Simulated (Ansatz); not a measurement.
Chalcopyrite CdSnAs2, treated with rVV10 in Ansatz (PAW).

Input:

Ansatz 0.2 input:
```yaml
crystal:
  lattice:
    - [-3.119411052, 3.119411052, 6.1310799434]
    - [3.119411052, -3.119411052, 6.1310799434]
    - [3.119411052, 3.119411052, -6.1310799434]
  atoms:
    - { symbol: Cd, position: [0.0, 0.0, 0.0] }
    - { symbol: Cd, position: [0.75, 0.25, 0.5] }
    - { symbol: Sn, position: [0.5, 0.5, 0.0] }
    - { symbol: Sn, position: [0.25, 0.75, 0.5] }
    - { symbol: As, position: [0.875, 0.8730584212, 0.4980584212] }
    - { symbol: As, position: [0.1269415788, 0.625, 0.0019415788] }
    - { symbol: As, position: [0.375, 0.3769415788, 0.5019415788] }
    - { symbol: As, position: [0.6230584212, 0.125, 0.9980584212] }
basis:
  ecutwfc: 520
  ecutrho_ratio: 4
  xc_grid: 2
kpoints:
  mp_grid: { grid: [8, 8, 8] }
  band_path:
    path:
      - [0.0, 0.0, 0.0]
      - [0.0, 0.0, 0.083333]
      - [0.0, 0.0, 0.166667]
      - [0.0, 0.0, 0.25]
      - [0.0, 0.0, 0.333333]
      - [0.0, 0.0, 0.416667]
      - [0.0, 0.0, 0.5]
      - [0.25, 0.25, 0.25]
      - [0.1875, 0.3125, 0.1875]
      - [0.125, 0.375, 0.125]
      - [0.0625, 0.4375, 0.0625]
      - [0.0, 0.5, 0.0]
      - [0.0, 0.4, 0.0]
      - [0.0, 0.3, 0.0]
      - [0.0, 0.2, 0.0]
      - [0.0, 0.1, 0.0]
      - [0.125, 0.125, -0.125]
      - [0.25, 0.25, -0.25]
      - [0.375, 0.375, -0.375]
      - [0.5, 0.5, -0.5]
      - [0.438239, 0.561761, -0.438239]
      - [0.376477, 0.623523, -0.376477]
      - [0.314716, 0.685284, -0.314716]
      - [-0.314716, 0.314716, 0.314716]
      - [-0.262263, 0.262263, 0.262263]
      - [-0.209811, 0.209811, 0.209811]
      - [-0.157358, 0.157358, 0.157358]
      - [-0.104905, 0.104905, 0.104905]
      - [-0.052453, 0.052453, 0.052453]
      - [-0.129432, 0.129432, 0.5]
      - [0.5, 0.5, -0.129432]
      - [0.5, 0.5, -0.222074]
      - [0.5, 0.5, -0.314716]
      - [0.5, 0.5, -0.407358]
    npoints: 1
hamiltonian:
  xc: { exchange: rpw86, correlation: pbe }
  dispersion: rvv10
  pseudopotentials: { kind: paw }
scf:
  occupations: { method: fermi_dirac, width: 0.01 }
  convergence: { dr2_threshold: 0.0000000008 }
output:
  forces: true
  stress: true
  eigenvalues: true
  write_bands: true
```

Output (set-up and result lines):

```
Crystal: 8 atoms, lattice volume = 238.639 Å³
Basis set: ecut = 520 eV, 6467 PW (Γ), exchange–correlation on 120×120×120 points (8 copies of the dense FFT grid, shifted against one another)
Bands: 77, of which v1, the nominal top of the filled ones, is band 64 counted from 1 (63 counted from 0)
Symmetry: 8 space group operations
Space group: I-42d (ITA 122), of the structure as read, at distance tolerance 6.2e-5 Å
k-points: 59 of 512 (time reversal used)
Functional: x = rpw86, c = pbe(β = 0.06672455060314922) + rvv10(b = 6.3, C = 0.0093)
SCF iter   1: F=—  HF=-48274.198108 eV  |F-HF|=—  |Δ(HF+E_count)|=         —  Δρ=4.94e-3  dr2=5.23e-2
SCF iter   2: F=—  HF=-48274.167133 eV  |F-HF|=—  |Δ(HF+E_count)|=   3.10e-2  Δρ=1.80e-3  dr2=7.91e-3
  ...
SCF iter   8: F=—  HF=-48274.164407 eV  |F-HF|=—  |Δ(HF+E_count)|=   8.37e-9  Δρ=5.89e-7  dr2=1.03e-9
SCF iter   9: F=-48274.164407 eV  HF=-48274.164407 eV  |F-HF|=2.91e-11  |Δ(HF+E_count)|=  3.49e-10  Δρ=1.03e-7  dr2=2.93e-11
SCF 1 converged in 9 iterations: F = -48274.164407 eV  dr2 = 2.93e-11
SCF converged after 9 iterations
Free energy (F): -48274.164407 eV
Internal energy: -48274.164398 eV  (E = F + TS)
E sigma→0 (E₀):  -48274.164402 eV
Fermi energy:    7.513467 eV
--- Forces (eV/Å), atoms counted from 1 ---
  atom   1  Cd     0.00000000     0.00000000     0.00000000
  atom   2  Cd     0.00000000    -0.00000000     0.00000000
  atom   3  Sn    -0.00000000     0.00000000     0.00000000
  atom   4  Sn    -0.00000000     0.00000000     0.00000000
  atom   5  As    -0.00012938    -0.00000000     0.00000000
  atom   6  As     0.00000000     0.00012938    -0.00000000
  atom   7  As     0.00012938     0.00000000     0.00000000
  atom   8  As    -0.00000000    -0.00012938     0.00000000
--- Stress (GPa, compression-positive) ---
        0.009504       0.000000       0.000000
        0.000000       0.009504      -0.000000
        0.000000       0.000000       0.008051
  P = ⅓ Tr σ = 0.0090 GPa (0.090 kbar)
```

The PAW data were made under PBE.

Ansatz is a program for electronic structure.
